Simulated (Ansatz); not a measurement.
This geometry of C3H3NO (8 atoms, charge 0, multiplicity 1) is a first-order saddle point.

Computed with RKS B3LYP-D4/def2-SVP in Ansatz.

```xyz
8
Properties=species:S:1:pos:R:3
O -0.273 1.883 0.334
C -0.103 0.578 0.176
C 0.823 -0.283 -0.272
C -0.220 -1.338 0.168
N -1.112 -0.530 0.610
H -0.562 2.309 -0.487
H 1.812 -0.239 -0.724
H -0.271 -2.435 0.140
```

(1) Which two structures does it join? (They come from a converged band through this point; their orientation in space is the band's.)

(2) How far does it lie above each of them?

Answers

(1) No bond is made or broken. The dihedral H6–O1–C2–N5 goes from 0 to -180°.

Image 0:

```xyz
8
Properties=species:S:1:pos:R:3
O -0.097 1.910 -0.128
C 0.013 0.606 -0.052
C 0.962 -0.352 -0.133
C -0.240 -1.253 0.123
N -1.158 -0.344 0.202
H -1.032 2.140 0.004
H 2.032 -0.427 -0.297
H -0.387 -2.337 0.224
```

Image 8:

```xyz
8
Properties=species:S:1:pos:R:3
O -0.554 1.835 -0.050
C -0.260 0.556 -0.005
C 0.786 -0.293 -0.109
C -0.318 -1.323 0.140
N -1.317 -0.511 0.240
H 0.250 2.353 -0.215
H 1.859 -0.256 -0.282
H -0.353 -2.418 0.225
```

(2) 0.36 eV above the first and 0.28 eV above the second. This is the barrier of this one path; another mechanism may lie lower.

Run time: 6 min on 1 thread of Intel(R) Xeon(R) Processor @ 2.50GHz (Skylake/Cascade Lake), with other jobs on the host, peak memory 0.17 GiB.
